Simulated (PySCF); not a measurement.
## Stationary points of PH₅

Level of theory: PySCF, PBE0, basis P def2-TZVP, H def2-TZVP (no relativity, density fitting).

Relaxations began from a few typed shapes. The search is not exhaustive: other isomers or separated fragments can lie lower, and high-lying points may rest on an excited occupation.

(1) Order these stationary points by electronic energy, lowest first, in kJ/mol from the lowest minimum.
A. singlet D3h: P–H 1.427 Å (×3), P–H 1.481 Å (×2); H–P–H 90.0° (×6), H–P–H 120.0° (×3), H–P–H 180.0°
B. singlet C4v: P–H 1.404 Å, P–H 1.460 Å (×4); H–P–H 88.3° (×4), H–P–H 99.9° (×4), H–P–H 160.2° (×2)

(2) Which of them are minima?

Results:

(1) A (0.0), B (6.3).

(2) By energy in kJ/mol, 0.0: minimum; 6.3: saddle point, 1 imaginary mode.

Counting electrons, phosphorus keeps none of its valence electrons outside its bonds, so the VSEPR class is AX5 and the expected shape is trigonal bipyramidal (D3h), as computed.
